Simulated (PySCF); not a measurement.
## Partial charges of trichlorofluoromethane

Species: trichlorofluoromethane, CCl3F.
Z-matrix (Å and degrees, GFN2-xTB geometry), rows numbered from 1:
```
F 
C   1  1.3373
Cl  2  1.7710  1  108.58
Cl  2  1.7710  1  108.55  3   120.02
Cl  2  1.7708  1  108.52  3  -120.01
```

Density: PBE0/pcSseg-1 (PySCF); schemes: Mulliken, IAO, Hirshfeld and ESP-fitted. Isolated species at its GFN2-xTB geometry, gas phase.

Task: Which atoms carry the highest charge in the Mulliken, IAO, Hirshfeld and ESP-fitted schemes?

Result: The schemes don't all agree: Mulliken C2 (+0.118); IAO C2 (+0.261); Hirshfeld C2 (+0.169); ESP-fitted Cl4 (+0.100).

Task: Do the Mulliken, IAO, Hirshfeld and ESP-fitted schemes agree on where the charge is lowest?

Result: The schemes don't all agree: Mulliken F1 (-0.208); IAO F1 (-0.237); Hirshfeld F1 (-0.071); ESP-fitted C2 (-0.367).

Task: At which atom do the 4 schemes differ most?

Result: At C2: from -0.367 (ESP-fitted) to +0.261 e (IAO), 0.628 e apart.

Task: Give the atomic charges in each scheme.

Result: In e:

```
atom               environment  Mulliken     IAO  Hirshfeld  ESP-fitted
  F1            alkyl fluorine    -0.208  -0.237     -0.071      +0.070
  C2               CCl3 carbon    +0.118  +0.261     +0.169      -0.367
 Cl3  chlorine of a CCl3 group    +0.030  -0.008     -0.033      +0.099
 Cl4  chlorine of a CCl3 group    +0.030  -0.008     -0.033      +0.100
 Cl5  chlorine of a CCl3 group    +0.030  -0.008     -0.033      +0.098
```

Mean size of the charges over all atoms: ESP-fitted 0.147 e, IAO 0.105 e, Mulliken 0.083 e, Hirshfeld 0.067 e. Each set sums to the total charge, 0, to within 0.001 e. The IAO scheme projects the occupied orbitals on a minimal set of polarised atomic orbitals and counts the electrons in each atom's part of it. The Mulliken scheme gives each basis function's population to the atom it is centred on and halves the overlap population of two atoms between them.

Task: Sum the charges by element, for elements with more than one atom.

Result: 
```
element  atoms  Mulliken     IAO  Hirshfeld  ESP-fitted
     Cl      3    +0.090  -0.025     -0.098      +0.297
```

Task: How many electrons does the ESP-fitted scheme count on Cl3?

Result: Z − q = 17 − (+0.099) ≈ 16.902.
